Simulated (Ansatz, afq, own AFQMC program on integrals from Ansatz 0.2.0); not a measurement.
Integrals from Ansatz 0.2.0, then the random walk in our own AFQMC program (afq).

```yaml
crystal:
  periodic: [false, false, false]
  atoms:
    - {symbol: N, position_ang: [0.000000, -0.090663, 0.600039]}
    - {symbol: O, position_ang: [0.000000, 0.036822, -0.606306]}
    - {symbol: H, position_ang: [0.000000, 0.675389, 1.285751]}
basis:
  gaussian: {orbitals: cc-pVDZ}
magnetization: {spin_polarized: true, initial_magnetization: 2}
correlation: {method: ccsd_t, electrons: outside_noble_gas, hamiltonian_folder: ham}
```

```sh
$ ansatz run in.yaml --threads 1 --pin off --events-out ev --progress --plain --max-ram 1382MiB
```

afq runs on the folder ham with

```
--method phaseless --trial cisd --walkers 60 --populations 1 --least-time 40 --time-step 0.005 --steps-per-block 50 --equilibration-blocks 28 --max-blocks 300 --target-error 0.00042 --factor-cut 1e-05 --start spin_pure --seed 3981 --release-times 0.24,0.51,0.99,1.62,2.4 --release-step 0.03 --release-every 4 --taylor-order 6
```

Times are imaginary, in 1/Eh. The walk had a cap of 820 s.

Output of the walk:

```
orbitals 31  electrons 7 5  factors 231 of 308
reference energy -129.80006641 Eh
CCSD correlation -0.33155877 Eh in 12 cycles, weight of the determinant in the CISD state 0.8895
energy of the start -130.130183 Eh
 block  time / (1/Eh)  mean weight  energy / Eh
     1     0.250  1.0021  -130.130640
     2     0.500  1.0018  -130.135067
     3     0.750  0.9991  -130.143723
     4     1.000  1.0001  -130.137661
     5     1.250  0.9991  -130.139272
     9     2.250  0.9994  -130.143567
    33     8.250  1.0029  -130.138244
    41    10.250  0.9985  -130.158654
    65    16.250  1.0008  -130.143076
    97    24.250  0.9984  -130.137074
   129    32.250  0.9995  -130.138766
   161    40.250  1.0024  -130.142975
   193    48.250  1.0012  -130.126181
   225    56.250  0.9997  -130.144141
   257    64.250  0.9978  -130.152427
   289    72.250  0.9994  -130.136700
   321    80.250  0.9972  -130.136334
blocks merged  error / Eh  count
     1  0.000478  300
     2  0.000513  150
     4  0.000615  75
     8  0.000643  37
    16  0.000648  18
    32  0.000726  9
released: time / (1/Eh)  energy / Eh  error  mean overlap
  0.24  -130.142241  0.000796  0.9963
  0.51  -130.142185  0.000670  0.9966
  0.99  -130.142709  0.000679  0.9888
  1.62  -130.141239  0.000613  1.0209
  2.40  -130.141520  0.000976  1.0143
energy -130.142831 +/- 0.000648 Eh
(rows thinned)
```

The run passed its tests (sampling time, drift between the halves within three errors, error under three times the target), which doesn't prove that it has relaxed.

Against this walk (error 17.6 meV) on the same determinant: CCSD(T) 58.4 meV higher, CCSDT(Q) 9.9 meV higher (within the noise). The error is statistical and leaves out the bias of the constraint. Released to 2.40 1/Eh the energy moves by 36 ± 32 meV (both errors), within twice the noise.

Cautions: constraint bias not in the error; error above the target (17.6 against 11.4 meV); lower spins were not checked.

The walk took 3.6 min on 1 thread of Intel(R) Xeon(R) 6975P-C (Granite Rapids), on a shared host. The log's last line is the phaseless energy.

CCSDT and higher add their correlation energy to the determinant of the CCSD(T) run, since their own runs factorise the integrals more tightly (a shift of under 2 meV). A walk keeps the symmetry of its determinant, which the program's search chose and which needn't be the lowest solution, so a lower state of the same spin and another symmetry isn't excluded.
